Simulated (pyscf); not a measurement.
Thermochemistry of product channels of H₃C–SiH₂–Cl + methyl (CH₃•) on the doublet surface, in kJ/mol, from ωB97M-D3(BJ)/def2-TZVP energies (ideal gas, 1 atm, RRHO with modes under 100 cm⁻¹ raised to 100, one conformer, R ln 2 for chiral ones without a mode under 150 cm⁻¹). PySCF, gas phase, ωB97X-D3(BJ)/def2-SVP geometries.

```
products                                 ΔE  ΔH(298 K)  ΔG(298 K)   ΔG(600 K)
-------------------------------  ----------  ---------  ---------  ----------
H₃C–Si•(CH₃)–Cl + hydrogen (H₂)  (withheld)      -37.4      -30.9       -25.7
ethane (H₃C–CH₃) + •H₂Si–Cl            -6.4       +6.9       +7.9       +11.0
methane (CH₄) + H₃C–SiH•–Cl      (withheld)      -47.9      -46.5  (withheld)
```

Question: Some entries are withheld; supply them.

Answer: 
- H₃C–Si•(CH₃)–Cl + hydrogen (H₂), ΔE: -39.6
- methane (CH₄) + H₃C–SiH•–Cl, ΔE: -61.9
- methane (CH₄) + H₃C–SiH•–Cl, ΔG(600 K): -44.0

These are energies of the channels, which say nothing of barriers.
